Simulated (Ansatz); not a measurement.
Calculated with Ansatz (gas phase, PBE0-D4/def2-TZVP geometries, no zero-point term in ΔE). CCSD(T)/CBS is the MP2 limit (def2-TZVPP, def2-QZVPP) plus CCSD(T) − MP2 in def2-TZVPP, frozen cores. This one scheme is used for every species. Functionals use def2-TZVPP. HSE06 is defined as in plane-wave codes. For Mg outer-core shells are correlated without core-valence functions, which leaves a few kJ/mol of doubt a bond.

`[MgH][Cl]` + H₂O → `[OH][MgH]` + HCl  (formal hydrolysis of a Mg–Cl bond)

Is it downhill or uphill in electronic energy at CCSD(T)/CBS, and by how much? (Estimate.)

Ansatz gave: Uphill: ΔE = +19.4 kcal/mol.

What do these levels give: revPBE-D4, B97M-V, PBE0-D4, r2SCAN0-D4, HSE06-D4, PBE-QIDH, r2SCAN0, BHLYP, CAM-B3LYP, CCSD/def2-SVP, HF/def2-TZVPP, CCSD(T)/def2-TZVPP? (An estimate is asked.)

The calculation gave: revPBE-D4 19.8, B97M-V 20.8, PBE0-D4 21.1, r2SCAN0-D4 21.1, HSE06-D4 21.3, PBE-QIDH 21.0, r2SCAN0 21.1, BHLYP 20.6, CAM-B3LYP 18.6, CCSD/def2-SVP 18.4, HF/def2-TZVPP 23.1, CCSD(T)/def2-TZVPP 19.4 kcal/mol.

What do rigid-rotor, harmonic-oscillator terms from PBE0-D4/def2-TZVP frequencies (298.15 K, 1 bar) make of the CCSD(T)/CBS value? (Best estimate.)

Ansatz gave: ΔZPE = -2.5 kcal/mol, ΔH = +17.3 kcal/mol, ΔS = 10 J/(mol·K), ΔG = +16.6 kcal/mol.

Largest T1 diagnostic among the species: 0.010.

At CCSD(T), def2-SVP lies −1.3 kcal/mol from the extrapolated value and def2-TZVPP +0.0 kcal/mol. Leaving LDA and LC-ωPBE aside and taking each functional with its dispersion term where it has one, the values, not all of them listed here, spread over 3.2 kcal/mol, from BLYP-D4 to HSE06-D4. LDA lies −1.2 kcal/mol from PBE without D4.
